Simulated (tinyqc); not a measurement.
CCSD on RHF in the sto-6g basis, frozen core, for H2F+, spin multiplicity 1, step by step. One step of it, computed by the program tinyqc.

Task: CCSD: starting amplitudes. t_ij^ab = <ij||ab> / (e_i + e_j - e_a - e_b), whose energy is MP2.

orbital energies (hartree): MO1 -26.940650, MO2 -2.064048, MO3 -1.216503, MO4 -1.066609, MO5 -1.042894, MO6 -0.032112, MO7 0.182188

Two-electron integrals over orbitals (pq|rs), unique and non-zero (hartree); the lowest 1 orbital is frozen and left out:
```
(22|22) 0.861821    (32|22) 0.005673    (32|32) 0.159216    (33|22) 0.759702
(33|32) -0.006125   (33|33) 0.740088    (42|22) 0.005695    (42|32) 0.000974
(42|33) -0.004449   (42|42) 0.163751    (43|22) 0.005945    (43|32) 0.005954
(43|33) 0.005729    (43|42) -0.007309   (43|43) 0.046802    (44|22) 0.831366
(44|32) -0.007557   (44|33) 0.723024    (44|42) -0.086328   (44|43) 0.009497
(44|44) 0.921193    (52|52) 0.181997    (53|52) -0.005312   (53|53) 0.038460
(54|52) -0.031408   (54|53) 0.001800    (54|54) 0.054948    (55|22) 0.882797
(55|32) -0.005626   (55|33) 0.748260    (55|42) -0.044572   (55|43) 0.008261
(55|44) 0.850007    (55|55) 0.998085    (62|22) -0.143639   (62|32) 0.013219
(62|33) -0.088702   (62|42) -0.037970   (62|43) -0.003661   (62|44) -0.113499
(62|55) -0.152140   (62|62) 0.074229    (63|22) 0.040288    (63|32) 0.028636
(63|33) 0.032000    (63|42) -0.008877   (63|43) 0.017349    (63|44) 0.034977
(63|55) 0.042419    (63|62) -0.015844   (63|63) 0.073998    (64|22) -0.125075
(64|32) -0.009049   (64|33) -0.072255   (64|42) -0.004786   (64|43) -0.001983
(64|44) -0.131650   (64|55) -0.126153   (64|62) 0.056820    (64|63) -0.023174
(64|64) 0.061603    (65|52) -0.054662   (65|53) 0.005868    (65|54) -0.005801
(65|65) 0.026322    (66|22) 0.564792    (66|32) -0.032079   (66|33) 0.555101
(66|42) 0.064852    (66|43) -0.017419   (66|44) 0.534086    (66|55) 0.542934
(66|62) -0.047084   (66|63) -0.027702   (66|64) -0.018909   (66|66) 0.562984
(72|22) -0.037038   (72|32) -0.062971   (72|33) -0.016190   (72|42) -0.001193
(72|43) 0.020548    (72|44) -0.031256   (72|55) -0.037226   (72|62) 0.007096
(72|63) 0.023966    (72|64) 0.013575    (72|66) -0.012178   (72|72) 0.058682
(73|22) -0.203393   (73|32) 0.015020    (73|33) -0.159391   (73|42) 0.051119
(73|43) -0.002084   (73|44) -0.206043   (73|55) -0.225948   (73|62) 0.071914
(73|63) -0.013199   (73|64) 0.069097    (73|66) -0.025364   (73|72) 0.021894
(73|73) 0.156495    (74|22) -0.007331   (74|32) 0.051291    (74|33) -0.006518
(74|42) -0.007747   (74|43) -0.012939   (74|44) -0.009063   (74|55) -0.008630
(74|62) 0.009893    (74|63) 0.035105    (74|64) -0.002701   (74|66) -0.023004
(74|72) -0.010050   (74|73) 0.013167    (74|74) 0.043050    (75|52) -0.012706
(75|53) -0.024959   (75|54) 0.000741    (75|65) 0.002016    (75|75) 0.021070
(76|22) 0.003276    (76|32) 0.094589    (76|33) -0.005831   (76|42) 0.007421
(76|43) 0.038729    (76|44) -0.009129   (76|55) -0.003283   (76|62) -0.000544
(76|63) 0.079601    (76|64) -0.015741   (76|66) -0.054926   (76|72) 0.003930
(76|73) 0.023823    (76|74) 0.048763    (76|76) 0.145036    (77|22) 0.627073
(77|32) 0.038910    (77|33) 0.624220    (77|42) 0.005235    (77|43) 0.014347
(77|44) 0.603457    (77|55) 0.613623    (77|62) -0.048537   (77|63) 0.044820
(77|64) -0.036245   (77|66) 0.519175    (77|72) -0.012214   (77|73) -0.070156
(77|74) 0.018315    (77|76) 0.049231    (77|77) 0.605263
```

Give: Starting amplitudes; correlation energy.

Result:

Starting amplitudes (spin orbitals 1a, 1b, ...; amplitudes related by a flip of all spins are not repeated; the 24 largest):
```
from      to        t
3a 3b  7a 7b  -0.0559
3a 3b  6a 6b  -0.0312
4a 4b  6a 6b  -0.0298
3a 4b  6b 7a   0.0284
2a 3b  6a 7b  -0.0210
2a 4b  6a 6b  -0.0185
2a 2b  6a 6b  -0.0183
4a 4b  7a 7b  -0.0172
3a 4b  6a 7b  -0.0144
2a 3a  6a 7a  -0.0140
3a 4a  6a 7a   0.0140
2a 2b  7a 7b  -0.0131
5a 5b  6a 6b  -0.0130
3a 4b  6a 6b   0.0104
5a 5b  7a 7b  -0.0086
2a 3b  6b 7a   0.0070
2a 3b  7a 7b  -0.0060
3a 3b  6a 7b   0.0051
3a 4b  7a 7b  -0.0050
2a 3b  6a 6b   0.0049
2a 4b  6b 7a   0.0041
2a 4b  6a 7b  -0.0030
2a 4b  7a 7b   0.0029
2a 2b  6a 7b  -0.0017
```

correlation energy = -0.030413 hartree
